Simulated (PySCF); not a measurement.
An unknown is described by computed data only.

Formula: C2H2ClNO.

* NMR, other nuclei: isotropic shieldings of nuclei other than C and H, by class: -1058 (1 N), -2050 (1 O), 838 (1 Cl) ppm [GIAO PBE0/pcSseg-1]
* Rotational structure: rotational constants A, B, C: 23.884, 1.728, 1.619 GHz [GFN2-xTB]
* 1H NMR: chemical shifts (computed TMS as zero) by class: 14.30 (1 H), 3.84 (1 H) ppm [GIAO PBE0/pcSseg-1]
* Dipole: 2.39 D [PBE0/pcSseg-1]
* 13C NMR: chemical shifts (computed TMS as zero) by class: 152.8 (1 C), 86.6 (1 C) ppm [GIAO PBE0/pcSseg-1]

The electronic properties come from PySCF, for the isolated species, density fitting. Levels stand in brackets. One conformer (not necessarily the lowest) at the GFN2-xTB geometry, without solvent, vibrations or thermal averaging. Each NMR value is the plain mean over a class of atoms that symmetry, rotation or inversion makes alike.

Q: Propose a structure and show how it fits.

A: Numbering: `[O:1]=[N:2]/[CH:3]=[CH:4]/[Cl:5]`. Its formula, C2H2ClNO, gives 2 degrees of unsaturation: 0 rings and 2 π bonds in the structure found. 2 carbons fall into 2 classes; from least to most shielded: vinylic carbon bearing nitrogen [C3] (152.8 ppm), vinylic C–Cl carbon [C4] (86.6 ppm). Hydrogen classes from least to most shielded: 1 H on a vinylic carbon bearing nitrogen, C3 (14.30 ppm), 1 H on a vinylic C–Cl carbon, C4 (3.84 ppm). The other shieldings belong to: -1058 ppm, nitroso nitrogen [N2]; -2050 ppm, nitroso oxygen [O1]; 838 ppm, vinyl chlorine [Cl5]. By its constants the optimised geometry is an asymmetric top. Structure: `O=N/C=C/Cl`. The assignments are read from this structure; whether some other isomer fits the data as well wasn't checked.

Conformer computed: `[O:1]=[N:2]/[CH:3]=[CH:4]/[Cl:5]`: O1–N2–C3–C4 -34°.
